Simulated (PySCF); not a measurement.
## Adding and removing an electron: NaLi

RHF-CCSD(T); Na aug-pcseg-1, Li aug-pcseg-1; no relativity (PySCF 2.14). Neutral (RHF): singlet (closed shell), Re = 2.979 Å, ωe = 236 cm⁻¹, De = 0.73 eV.

NaLi⁺ (UHF): doublet (σ ↑), Re = 3.450 Å, ωe = 182 cm⁻¹, De = 0.85 eV to Na⁺ + Li. The energies at the minima are -169.29026 hartree for NaLi and -169.11452 for NaLi⁺.

Work out the adiabatic ionisation energy, without and with harmonic zero-point energies (1 hartree = 27.2114 eV, 1 eV = 8065.5 cm⁻¹), and the change of the bond length.

At CCSD(T): 0.17574 hartree = 4.782 eV between the minima; the zero-point term (182.0 − 236.0)/2 cm⁻¹ = -0.003 eV makes it 4.779 eV. Re changes by +47.1 pm against the neutral. The electron leaves a σ orbital, and the longer bond of the ion fits a bonding orbital, or a change in how ionic the bond is.

NaLi⁻ (ROHF): doublet (σ ↑), Re = 3.417 Å, ωe = 152 cm⁻¹, De = 0.61 eV to Na + Li⁻. The energies at the minima are -169.29026 hartree for NaLi and -169.30705 for NaLi⁻.

Work out the adiabatic electron affinity, without and with harmonic zero-point energies (1 hartree = 27.2114 eV, 1 eV = 8065.5 cm⁻¹), and the change of the bond length.

At CCSD(T): 0.01679 hartree = 0.457 eV between the minima; the zero-point term (236.0 − 152.0)/2 cm⁻¹ = +0.005 eV makes it 0.462 eV. Re changes by +43.8 pm against the neutral. The electron enters a σ orbital, and the longer bond of the ion fits an antibonding orbital, or a change in how ionic the bond is.

Correlated steps freeze 1 core orbital. UHF and ROHF references stand side by side, which adds small steps between rows. Correlated levels converge slowly with the basis: in double zeta they bind strong bonds too weakly, by up to about 1 eV, and carry superposition errors of some tenths. For an ion De counts to the pair picked by the measured ionisation energies or electron affinities, which need not be the lowest pair at this level. Where the molecule has an RHF reference, its open-shell atoms are computed with UHF. States were picked by a PBE0 search and need not be the measured ground states.

Neutral and ion stand on different kinds of reference determinant, which adds to the error of the difference.
